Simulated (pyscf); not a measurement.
Elementary routes open to O=Sn: (SMILES [O]=[Sn]) [singlet] + NH₃ (SMILES N) in the gas phase (singlet surface):
A. H₂N–SnH=O (SMILES [NH2][SnH]=[O]) (H–N broken; N–Sn, H–Sn formed)
B. H₂N–Sn:–OH (SMILES [NH2][Sn][OH]) [singlet] (H–N broken; N–Sn, H–O formed)

PySCF, gas phase, ωB97X-D3(BJ)/def2-SVP geometries. Correlated levels are frozen-core, on RHF or UHF. ΔMP2 is the change of the MP2 total energy from the triple- to the quadruple-zeta basis.

Problem. Rank the routes by free-energy barrier at 1200 K, lowest first, for CCSD(T)/def2-TZVPP + ΔMP2(QZVPP) energies (ideal gas, 1 atm, RRHO with modes under 100 cm⁻¹ raised to 100, one conformer, R ln 2 for rigid chiral ones).

Solution. B (35.1 kcal/mol), A (94.5 kcal/mol)

Route B is the fastest of these, ahead of the next by 59.4 kcal/mol. The most stable products are those of B (ΔG = -1.0 kcal/mol), so kinetics and thermodynamics agree. At 298 K B is still the fastest. A: On the reactant side the descent ends in an adduct with a N–Sn contact, 15.3 kcal/mol under the separated species and 80.3 kcal/mol under the saddle at ωB97X-D3(BJ)/def2-TZVP. B: On the reactant side the descent ends in an adduct with a N–Sn contact, 15.3 kcal/mol under the separated species and 8.7 kcal/mol under the saddle at ωB97X-D3(BJ)/def2-TZVP. Only these routes are compared; each barrier is that of the saddle found, and lower ones may exist. The CCSD(T) − MP2 part came from Ansatz, without density fitting, on the same reference. The largest closed-shell T1 diagnostic is 0.033, which may signal static correlation. The frozen core leaves the outer d or s,p core shells of the metals and heavy elements correlated in the MP2 and CC values, and def2-TZVPP describes them poorly, which can shift differences by a few kcal/mol. Elements past Kr carry the def2 core potentials, without spin-orbit coupling.
